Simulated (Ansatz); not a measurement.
## Omega Ti (model structure)

The numbers are results of r²SCAN+rVV10 (plane waves, PAW; Ansatz, a quantum-chemistry and plane-wave program), not measurements.

Run with plane-wave cutoff 500 eV, 18×18×26 k mesh (along the axes of the cell as run), Fermi–Dirac smearing 0.1 eV, no spin polarisation, scalar-relativistic PAW data made under PBE.

Cell (relaxed at this level):

```
CELL_PARAMETERS angstrom
      2.27760    -3.94492     0.00000
      2.27760     3.94492     0.00000
      0.00000     0.00000     2.81859
ATOMIC_POSITIONS crystal
  Ti 0.00000 0.00000 0.00000
  Ti 0.33333 0.66667 0.50000
  Ti 0.66667 0.33333 0.50000
```

```
Property         Result
--------  -------------
band gap  zero (no gap)
```

Note: the relaxation could raise the start's symmetry but not lower it, so the cell can be a saddle point.

Static lattice: no zero-point or thermal effects.

Cost on a shared machine: roughly 7 core-minutes.

A model structure was made by putting elements into a prototype or built by hand; it is no filed structure, need not be a known phase, and can be a saddle point held by its symmetry.
